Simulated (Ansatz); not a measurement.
Ansatz (an electronic-structure program) input (B3LYP/cc-pVDZ):

Ansatz 0.2 input:
```yaml
crystal:
  periodic: [false, false, false]
  atoms:
    - {symbol: C, position_ang: [-0.00108478, 0.01125913, 0.11444147]}
    - {symbol: C, position_ang: [-0.01259876, 0.13076463, 1.32913478]}
    - {symbol: C, position_ang: [0.01178222, -0.12228971, -1.24299295]}
    - {symbol: H, position_ang: [-0.02261568, 0.23473201, 2.38589352]}
    - {symbol: H, position_ang: [0.94544728, -0.15717806, -1.78780376]}
    - {symbol: H, position_ang: [-0.91142373, -0.19595820, -1.80158956]}
basis:
  gaussian:
    orbitals: cc-pVDZ
hamiltonian:
  xc: {name: B3LYP}
magnetization: {spin_polarized: true, initial_magnetization: 1}
output: {forces: true}
```

Output:

```
Functional definition: B3LYP
integrals: 0.01 GiB planned
527 factors; integrals over basis functions are off by at most 1.2e-3 eV
mean field: 0.17 GiB planned
mean field evaluation 1: about -3152.7242 eV, gradient 2.6e1 eV
mean field evaluation 2: about -3153.2404 eV, gradient 2.5e1 eV
mean field evaluation 4: about -3156.6080 eV, gradient 1.5e0 eV
mean field evaluation 8: about -3156.7567 eV, gradient 2.3e-1 eV
mean field evaluation 16: about -3156.7577 eV, gradient 3.3e-4 eV
mean field -3156.75766415 eV, -116.0087044303 hartree, gradient 7.2e-5 eV, S^2 0.770557; 0 other end points of the search recorded, 0 dependent functions left out
the calculation of the forces begins
reference -3156.75784551 eV, -116.0087110952 hartree; 11, 10 occupied and 46, 47 virtual orbitals, 527 factors
Total energy: -3156.75784551 eV, -116.0087110952 hartree
Atom 0 at    -0.001085     0.011259     0.114441 Å, force     0.007263    -0.075380    -0.766187 eV/Å
Atom 1 at    -0.012599     0.130765     1.329135 Å, force    -0.008023     0.083274     0.846428 eV/Å
Atom 2 at     0.011782    -0.122290    -1.242993 Å, force     0.000810    -0.008404    -0.085425 eV/Å
Atom 3 at    -0.022616     0.234732     2.385894 Å, force    -0.003840     0.039852     0.405073 eV/Å
Atom 4 at     0.945447    -0.157178    -1.787804 Å, force     0.336986    -0.012673    -0.197457 eV/Å
Atom 5 at    -0.911424    -0.195958    -1.801590 Å, force    -0.333195    -0.026669    -0.202433 eV/Å
Dipole moment:     0.000076    -0.000786    -0.007991 e Å
```

The geometry given is a B3LYP-D3(BJ)/def2-TZVP minimum.
